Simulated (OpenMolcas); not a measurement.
# How methods differ on BH2O (SMILES [BH]O)

BH2O: 4 atoms, total charge 0, spin state doublet. SMILES: `[BH]O`. The coordinates come from a PBE0-D4/def2-TZVP relaxation.

```tsv
atom	x (Å)	y (Å)	z (Å)
B	-0.0061	-0.4855	0.3883
O	0.1197	0.5445	-0.4486
H	-1.0642	-1.0324	0.5403
H	1.0061	0.9132	-0.5003
```

Each level gives the vertical energy of the quartet above the doublet (eV). The values are calculated.

```csv
level,kind,program,value (eV),less CCSD(T)/cc-pVTZ
ROHF/cc-pVTZ,Hartree–Fock,OpenMolcas,7.06,-0.84
USVWN5/cc-pVTZ,LDA,OpenMolcas,7.57,-0.33
U-revPBE/cc-pVTZ,GGA,OpenMolcas,7.66,-0.24
UBLYP/cc-pVTZ,GGA,OpenMolcas,7.50,-0.40
U-r2SCAN/cc-pVTZ,meta-GGA,OpenMolcas,7.36,-0.54
UB3LYP/cc-pVTZ,global hybrid,OpenMolcas,7.68,-0.22
"CASSCF(11,10)/cc-pVTZ",multireference,OpenMolcas,8.20,+0.30
ROCCSD(T)/cc-pVTZ,coupled cluster or CI,OpenMolcas,7.90,0.00
```

Differences are taken from ROCCSD(T)/cc-pVTZ for orientation; it has basis-set and higher-order errors of its own. The values span 7.06 to 8.20 eV.
